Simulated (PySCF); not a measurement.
## Silicon: a sound run and one with changed settings

Sound run: Si [Ne] 3s2 3p2, Si⁺ [Ne] 3s2 3p1. Computed with PySCF 2.14 in x2c-SVPall, with scalar relativity by spin-free X2C-1e. In the sound run the correlated levels freeze [Ne]. The sound run starts from symmetry-adapted Hartree-Fock orbitals and uses a fine grid where one is needed.

Changed run: all electrons correlated in a basis built for the valence shell.

| species | method | sound run (hartree) | changed run (hartree) | converged |
| --- | --- | --- | --- | --- |
| Si | MP2 | -289.39163 | -289.39903 | yes |
| Si | CCSD(T) | -289.41052 | -289.41769 | yes |
| Si⁺ | MP2 | -289.10280 | -289.11022 | yes |
| Si⁺ | CCSD(T) | -289.12116 | -289.12846 | yes |

Ionisation energy of Si:

```
 method  sound run (eV)  changed run (eV)
    UHF           7.633             7.633
    MP2           7.859             7.859
SCS-MP2           7.792             7.791
   CCSD           7.865             7.862
CCSD(T)           7.874             7.870
```

A valence basis has no tight correlating functions, so it recovers only part of the core correlation, and not evenly between atom and ion.

For comparison, NIST gives 8.152 eV between the lowest levels.
